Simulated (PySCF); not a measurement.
carbonyl sulfide anion (COS), SMILES O=C=S (connectivity only; charge and spin as stated), charge -1, multiplicity 2. Atoms are numbered in the order given.

```xyz
3

O      0.1747    -1.6510     0.0000
C     -0.3849    -0.5861     0.0000
S      0.0570     1.0453     0.0000
```
Charge -1, spin multiplicity 2.

Geometry: PBE0-D3(BJ)/def2-TZVPD. The spin state was assumed, not searched.

Level of theory: PySCF with PBE/pcH-1.

Unrestricted Kohn–Sham, ⟨S²⟩ = 0.752. Hyperfine tensors hold the contact and dipolar terms, without spin-orbit corrections.

### Question
Estimate the hyperfine couplings. (The exact figures need the calculation; the answer reports its results.)

### Answer

```tsv
nucleus	A(iso) (MHz)	A(iso) (G)	dipolar principal values (MHz)
17O no. 1	-42.3	-15.1	-80.5, 37.9, 42.6
13C no. 2	363.2	129.6	-43.8, -39.2, 83.0
33S no. 3	50.2	17.9	-27.5, -26.0, 53.5
```

### Question
And the g tensor (effective nuclear charges for spin-orbit coupling, GIAO)? (Estimate from the structure and the level; the computed values follow.)

### Answer
principal values 1.9840, 2.0012, 2.0056; isotropic 1.9969.
